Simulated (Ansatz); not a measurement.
Reaction (hydrogenolysis of a C–S bond): `OCC#CS` + H₂ → `C#CCO` + H₂S

Calculated with Ansatz (gas phase, PBE0-D4/def2-TZVP geometries, no zero-point term in ΔE). CBS: MP2 limit from def2 TZ/QZ plus the TZ coupled-cluster correction, frozen cores. This one scheme is used for every species. DFT in def2-TZVPP. B3LYP here is the variant with VWN-RPA as its local correlation; programs differ in this. One conformer a species, not always the lowest.

`OCC#CS`:

```xyz
9

O     0.566   -0.767   -1.912
C     0.194    0.415   -1.235
C    -0.114    0.224    0.172
C    -0.384    0.038    1.334
S    -0.887   -0.215    2.912
H    -0.076   -1.448   -1.695
H     1.036    1.104   -1.339
H    -0.671    0.895   -1.717
H     0.335   -0.245    3.480
```

H₂:

Cartesian coordinates in Å:
```
H 0.251 0.252 0.113
H -0.251 -0.252 -0.113
```

`C#CCO`:

Cartesian coordinates in Å:
```
C -0.334 -0.844 1.637
C 0.008 -0.201 0.683
C 0.378 0.575 -0.494
O 0.061 -0.065 -1.710
H -0.624 -1.418 2.485
H -0.092 1.566 -0.428
H 1.460 0.734 -0.504
H -0.856 -0.347 -1.668
```

H₂S:

Z-matrix (Å, degrees):
```
S
H 1 1.341
H 1 1.341 2 92.3
```

CCSD(T)/CBS gives -14.6 kcal/mol.

Problem. Another level gave -14.8 kcal/mol. Which?
A. B3LYP-D4/def2-TZVPP
B. CCSD(T)/def2-TZVPP
C. revPBE/def2-TZVPP
D. BHLYP/def2-TZVPP

Solution. B. CCSD(T)/def2-TZVPP -14.8, revPBE -11.1, B3LYP-D4 -12.5, BHLYP -16.0 kcal/mol.

Problem. What do rigid-rotor, harmonic-oscillator terms from PBE0-D4/def2-TZVP frequencies (298.15 K, 1 bar) make of the CCSD(T)/CBS value? (Estimate.)

Solution. Computed: ΔZPE = +3.1 kcal/mol, ΔH = -12.3 kcal/mol, ΔS = 28 J/(mol·K), ΔG = -14.2 kcal/mol.

Largest T1 diagnostic among the species: 0.012.

At CCSD(T), def2-SVP lies −0.9 kcal/mol from the extrapolated value and def2-TZVPP −0.3 kcal/mol. The D4 term adds +1.5 kcal/mol with B3LYP and +0.8 kcal/mol with PBE0; it sums over pairs of atoms, weighted by their polarisabilities, and B3LYP, whose exchange is more repulsive, gets the larger term. In def2-TZVPP, CCSD(T) changes the Hartree–Fock value by +5.0 kcal/mol (the triples alone add +1.5 kcal/mol) and MP2 by +7.2 kcal/mol.
